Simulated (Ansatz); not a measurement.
Input for Ansatz (development build ahead of 0.2.0):

```yaml
crystal:
  periodic: [false, false, false]
  atoms:
    - { symbol: B, position_ang: [0.0, 0.0, 2.7666] }
    - { symbol: B, position_ang: [0.0, 0.0, 0.0] }
    - { symbol: S, position_ang: [0.0, 0.0, -3.1125] }
basis:
  gaussian: { orbitals: STO-3G }
magnetization:
  spin_polarized: true
hamiltonian:
  xc: hf
```

The input is written out in the form of the current development build from the run's settings.

Results

```yaml
Converged: yes
Total_energy: -441.43756 hartree
Spin_squared_of_the_determinant: 2.058
Stability_test: minimum
```

Caution: the unrestricted determinant is a mixture of spin states.
